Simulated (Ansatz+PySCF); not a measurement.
Results of a calculation; reference values are marked as such.
Several solutions for singlet NH3

```yaml
atoms:
  - { symbol: N, position_ang: [0.0000, 0.0000, 0.2432] }
  - { symbol: H, position_ang: [1.8717, 0.0000, -0.5674] }
  - { symbol: H, position_ang: [-0.9358, 1.6209, -0.5674] }
  - { symbol: H, position_ang: [-0.9358, -1.6209, -0.5674] }
```

Basis set: cc-pVDZ (spherical functions). Charge 0, multiplicity 1.

ωB97X (unrestricted) was run from several starts with Ansatz (development build ahead of 0.2.0) and PySCF 2.14.0.

```tsv
run	program	start	converged	energy (hartree)	<S²>
A	Ansatz	stability test followed	yes	-56.11140	2.14
B	PySCF	program defaults	yes	-56.03178	0.00
C	Ansatz	atomic start, no search	yes	-56.03178	0.00
D	Ansatz	search for the lowest state	yes	-56.11140	2.14
E	PySCF	guess minao, instabilities followed	yes	-56.11140	2.14
```

Task: Which runs reached the lowest solution of this kind, and what is wrong with the others?

Result: A, D, E reached the lowest solution found. Converged but too high: B by 2.17 eV, C by 2.17 eV. Convergence only shows a stationary point, and even a stable one can lie too high; stability tests and further starts are what find lower ones. Caution: charge can spread falsely over distant fragments. Caution: the unrestricted determinant is a mixture of spin states.
